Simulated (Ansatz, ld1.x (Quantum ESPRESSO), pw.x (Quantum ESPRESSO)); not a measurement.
## C (sc): variants of one TM potential in the solid

```
Element                 : C (Z = 6)
Generator               : ld1.x (Quantum ESPRESSO) 7.5
Type                    : norm-conserving Troullier–Martins (Kleinman–Bylander form)
Functional              : PBEsol
Relativity              : scalar-relativistic
Frozen core             : [He]
Valence charge          : 4
Reference configuration : 2s2 2p2
Partial waves           : 2s (bound): rc 1.20 bohr; 2p (bound): rc 2.85 bohr; 3d channel at 0.1 Ry: rc 3.05 bohr
Local potential         : all-electron potential smoothed inside 1.40 bohr (lloc = -1)
Core correction         : none
```

Crystal test: sc C in pw.x 7.5, no spin, 18³ k-points, Fermi–Dirac smearing 0.01 Ry, cutoffs set for each file from its atomic test. The reference is all-electron LAPW (Ansatz 0.2.0) with the same functional, mesh and smearing; V0 and B0 come from Birch–Murnaghan fits to the pressures at five volumes. Errors are pseudo minus all-electron; Δ is the rms difference of the E(V) curves that follow from these fits, minima aligned, over ±6 % about the mean V0. Mesh and smearing are coarse, so the numbers serve the comparison and aren't converged zero-temperature values; the lattice is a test structure that the element need not adopt.

All-electron: a0 = 1.764 Å (V0 = 5.49 Å³/atom), B0 = 347.6 GPa.

Base: The largest radius (3.05 bohr) exceeds half the bond length (1.65 bohr), so the spheres overlap, which is one possible source of error among others. This is a poor potential for the solid. The pseudo pressure rises with volume over part of the range, a mechanical instability. Atomic configuration tests: 1 of 7 tests not solved or not reliable.

1 further variants are left out: they gave no file fit for a test, a broken result, the same result as the base, or pressures whose basis-set error rivals the error shown.

A dash in a converged row means that the minimum lies outside the volumes sampled.

| change | cutoffs (Ry) | pw.x | a0 (Å) | a0 error (%) | B0 error (%) | Δ (meV/atom) | mean pressure error (GPa) |
| --- | --- | --- | --- | --- | --- | --- | --- |
| base | 110/440 | converged | – | – | – | – | -73.02 |
| wave 3d channel at 0.1 Ry: rc 3.05 bohr becomes 3d channel at -0.13 Ry: rc 3.05 bohr | 110/440 | converged | – | – | – | – | -75.23 |
| wave 2p (bound): rc 2.85 bohr becomes 2p (bound): rc 1.80 bohr | 110/440 | converged | 1.735 | -1.61 | -12.7 | 19.0 | -17.14 |
| wave 3d channel at 0.1 Ry: rc 3.05 bohr becomes 3d channel at 0.1 Ry: rc 4.54 bohr | 110/440 | converged | – | – | – | – | +26.30 |

Give the row for: wave 2s (bound): rc 1.20 bohr becomes 2s (bound): rc 1.68 bohr.

pw.x: converged; mean pressure error (GPa): -74.99.
